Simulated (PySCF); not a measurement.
**First hyperpolarisability: SMILES C#CC1(N)CC1, C₅H₇N**

Geometry:
| atom | x (Å) | y (Å) | z (Å) |
| --- | --- | --- | --- |
| C1 | 2.632 | -0.271 | -0.345 |
| C2 | 1.448 | -0.062 | -0.179 |
| C3 | 0.043 | 0.241 | 0.006 |
| N4 | -0.378 | 1.599 | -0.191 |
| C5 | -0.964 | -0.819 | -0.379 |
| C6 | -0.713 | -0.532 | 1.063 |
| H7 | 3.679 | -0.459 | -0.491 |
| H8 | -0.149 | 1.900 | -1.137 |
| H9 | 0.128 | 2.216 | 0.442 |
| H10 | -1.887 | -0.440 | -0.822 |
| H11 | -0.581 | -1.750 | -0.802 |
| H12 | -0.155 | -1.261 | 1.653 |
| H13 | -1.465 | 0.045 | 1.606 |

Level of theory: PySCF 2.14.0, quadratic response LC-wPBE/def2-SVPD first hyperpolarisability, Taylor convention, gas phase. Geometry: PBE0-D3(BJ)/def2-SVP.

What is the first hyperpolarisability, and how does it disperse?

In au, Taylor convention; the vector part is βᵢ = ⅓ Σⱼ (βᵢⱼⱼ + βⱼᵢⱼ + βⱼⱼᵢ); β∥ is 3/5 of the vector part along the dipole, the dipole points from − to +:
| process | λ (nm) | β vector norm | β∥ | β HRS | depolarisation ratio |
| --- | --- | --- | --- | --- | --- |
| static β(0;0,0) | ∞ | 121.8 | -63.1 | 47.6 | 6.26 |
| second harmonic β(−2ω;ω,ω) | 1064 | 136.9 | -71.5 | 53.4 | 6.39 |
| Pockels β(−ω;ω,0) | 1064 | 126.6 | -65.7 | – | – |
| second harmonic β(−2ω;ω,ω) | 800 | 150.5 | -79.2 | 58.6 | 6.51 |
| Pockels β(−ω;ω,0) | 800 | 130.4 | -67.9 | – | – |

Which lowest excitations, dipole and polarisabilities go with it?

S1 6.25 eV (f = 0.000); S2 6.75 eV (f = 0.013); S3 6.91 eV (f = 0.000); dipole 0.55 D; isotropic α 63.4 au static, 63.9 au at 1064 nm, 64.3 au at 800 nm, 65.5 au at 532 nm, 67.3 au at 400 nm.
